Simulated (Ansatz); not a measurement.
# C₂HFO₂: a ladder of functionals and wavefunction methods

The task here is to estimate one member of a computed series from the others.

The runs use Ansatz 0.2.0, Gaussian basis; functionals in def2-TZVPP, the program's frozen cores in correlated methods.

The runs, in order: LDA (SPW92), PBE-D4, revPBE-D4, BLYP-D4, r2SCAN-D4, B97M-V, PBE0-D4, B3LYP-D4, r2SCANh-D4, r2SCAN0-D4, HSE06-D4, BHLYP-D4, CAM-B3LYP-D4, LC-ωPBE, ωB97X-V, ωB97M-V, B2PLYP, PBE-QIDH; CCSD(T)/def2-SVP; CCSD(T)/def2-TZVPP; MP2/def2-QZVPP; extrapolation to the limit; RPA on PBE.

### The relaxed structure

All runs share one geometry, relaxed beforehand with PBE0-D4 in a triple-zeta def2 set.

6 atoms, charge 0, spin multiplicity 1.

Atoms are counted from 1 here; the program's logs count them from 0.

Bond lengths: O1–C2 1.330 Å, O1–H6 0.967 Å, C2–C3 1.499 Å, C2–O5 1.198 Å, C3–F4 1.297 Å. Angles: C2–O1–H6 110.4°, O1–C2–C3 119.5°, O1–C2–O5 123.9°, C3–C2–O5 116.0°, C2–C3–F4 108.3°.

The first run:

Contents of in.yaml:

```yaml
crystal:
  periodic: [false, false, false]
  atoms:
    - {symbol: O, position_ang: [-0.157596, 0.553714, 1.227389]}
    - {symbol: C, position_ang: [0.452981, 0.014615, 0.176317]}
    - {symbol: C, position_ang: [-0.224764, 0.034808, -1.160191]}
    - {symbol: F, position_ang: [-0.580915, -1.177535, -1.453762]}
    - {symbol: O, position_ang: [1.594055, -0.350530, 0.180622]}
    - {symbol: H, position_ang: [-1.041660, 0.860827, 0.983426]}
basis:
  gaussian: {orbitals: def2-TZVPP}
hamiltonian: {xc: lda}
output: {orbitals: {seedname: orbitals}}
```

On the command line:

```sh
$ ansatz run in.yaml --threads 2 --pin off --events-out ev --progress --plain --max-ram 4352MiB
```

Among the steps run: LDA; PBE-D4 (GGA); revPBE-D4 (GGA); BLYP-D4 (GGA); r2SCAN-D4 (meta-GGA); B97M-V (meta-GGA); PBE0-D4 (hybrid); B3LYP-D4 (hybrid); r2SCANh-D4 (hybrid); r2SCAN0-D4 (hybrid); HSE06-D4 (hybrid); BHLYP-D4 (hybrid); CAM-B3LYP-D4 (range-separated); LC-ωPBE (range-separated); ωB97X-V (range-separated); ωB97M-V (range-separated); B2PLYP (double hybrid); PBE-QIDH (double hybrid).

One of the session's tables, all rows but one given; the rest of the session is left out.

It belongs to the step «Frontier levels by functional». 

| functional | HOMO (eV) | LUMO (eV) | gap (eV) |
| --- | --- | --- | --- |
| LDA (SPW92) | -6.14 | -4.72 | 1.42 |
| PBE-D4 | -5.97 | -4.38 | 1.59 |
| revPBE-D4 | -5.90 | -4.26 | 1.64 |
| BLYP-D4 | -5.95 | -4.26 | 1.69 |
| r2SCAN-D4 | -6.31 | -4.19 | 2.12 |
| B97M-V | -6.44 | -4.04 | 2.40 |
| PBE0-D4 | ? | ? | ? |
| B3LYP-D4 | -7.40 | -3.60 | 3.80 |
| r2SCANh-D4 | -6.91 | -3.80 | 3.10 |
| r2SCAN0-D4 | -7.81 | -3.20 | 4.60 |
| HSE06-D4 | -7.16 | -3.72 | 3.44 |
| BHLYP-D4 | -9.19 | -2.12 | 7.08 |
| CAM-B3LYP-D4 | -9.15 | -2.13 | 7.02 |
| LC-ωPBE | -10.47 | -0.82 | 9.65 |
| ωB97X-V | -10.11 | -0.88 | 9.23 |
| ωB97M-V | -10.01 | -0.97 | 9.03 |

**Question.** Estimate the row for PBE0-D4.

The run gave: HOMO (eV): -7.57; LUMO (eV): -3.33; gap (eV): 4.24. In the column «HOMO (eV)» it lies between r2SCAN0-D4 (-7.81) and B3LYP-D4 (-7.40).
